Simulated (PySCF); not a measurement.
Geometries of 2 isomers of C3H6N (doublet state), from PBE0-D3(BJ)/def2-SVP geometry optimisation, gas phase in PySCF. One conformer each, no zero-point energy, no frequencies.

Problem. Which isomer lies lower at this level?
A.
```xyz
10
angstrom
C     -1.429    0.395    0.190
C     -0.297   -0.385   -0.379
C      0.974   -0.203    0.428
N      2.075    0.286    0.042
H     -2.061   -0.022    0.978
H     -1.529    1.460   -0.033
H     -0.092   -0.087   -1.422
H     -0.541   -1.463   -0.384
H      0.902   -0.526    1.482
H      2.017    0.555   -0.948
```
B.
```xyz
10
angstrom
C     -1.073    0.577   -0.126
C     -0.276   -0.580    0.359
C      1.119   -0.714    0.175
N      1.928    0.108   -0.434
H     -2.135    0.316   -0.239
H     -1.025    1.424    0.584
H     -0.711    0.955   -1.096
H     -0.787   -1.365    0.926
H      1.580   -1.620    0.600
H      1.398    0.911   -0.795
```

Solution. B. That is `[H]/N=C\[CH]C` [radical], 16.0 kcal/mol below the other.

```csv
SMILES,atoms numbered as above,E (Eh),relative (kcal/mol),relative (kJ/mol),dipole (D),⟨S²⟩
[H]/N=C\[CH]C,[H]/[N:4]=[CH:3]\[CH:2][CH3:1],-172.28790,0.0,0.0,2.78,0.784
[H]/N=C\C[CH2],[H]/[N:4]=[CH:3]\[CH2:2][CH2:1],-172.26245,16.0,66.8,2.16,0.755
```
